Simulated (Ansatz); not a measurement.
**H2B–Al, singlet: breathe scan**

Starting geometry (PBE0/def2-TZVP stationary point for this spin, not checked as a minimum):

```yaml
atoms:
  - { symbol: B, position_ang: [0.0000, 0.0000, 1.4848] }
  - { symbol: Al, position_ang: [0.0000, 0.0000, -0.7557] }
  - { symbol: H, position_ang: [0.0000, 1.0050, 2.1514] }
  - { symbol: H, position_ang: [0.0000, -1.0050, 2.1514] }
```

From there all distances are scaled together; atoms are numbered as listed. Energies are in kcal/mol, counted from the starting geometry at the same level.

Basis 6-31G; Ansatz 0.2.0. Only valence electrons are correlated (noble-gas cores frozen). R marks a restricted (for open shells ROHF) determinant.

A value is left out where its run failed or describes another state than the reference as far as symmetry and spin tell, or, spin-broken singlets apart, can't be checked. So is a cluster or MP2 value whose T1 reaches 0.2, or 0.1 on a determinant over 1 eV above the lowest, or whose CCSD ends far below full CI on such a determinant.

Full CI is exact within this basis and frozen core; it isn't the basis-set limit.

| scale of all distances | full CI | curve A | curve B | curve C | curve D |
| --- | --- | --- | --- | --- | --- |
| 0.872 | 31.3 | 31.3 | 31.3 | 30.9 | 31.3 |
| 1.000 | 0.0 | 0.0 | 0.0 | 0.0 | 0.0 |
| 1.099 | 6.2 | 6.2 | 6.3 | 7.0 | 6.4 |
| 1.322 | 53.9 | 53.9 | 54.3 | 57.8 | 55.2 |
| 1.503 | 97.2 | 97.2 | 98.1 | 105.3 | 100.2 |
| 1.782 | 147.7 | 147.7 | 150.0 | 166.8 | 155.6 |
| 2.018 | 170.9 | 170.8 | 168.1 | 204.7 | 183.5 |
| 2.447 | 188.2 | 187.9 | – | 248.1 | – |

(1) The curves come from CISD, RCCSD, RCCSD(T), RCCSDTQ. Compare each with full CI and say which is which.

## Answers

(1) A: RCCSDTQ, B: RCCSD(T), C: CISD, D: RCCSD. Spread of the error against full CI, over the points where both stand: A 0.3, B 5.1, C 60.3, D 12.6 kcal/mol. CISD is cut at a fixed excitation level from one determinant, and lies 59.9 kcal/mol too high at 2.447. The program flagged some runs of RCCSDTQ, RCCSD(T), RCCSD as in doubt.
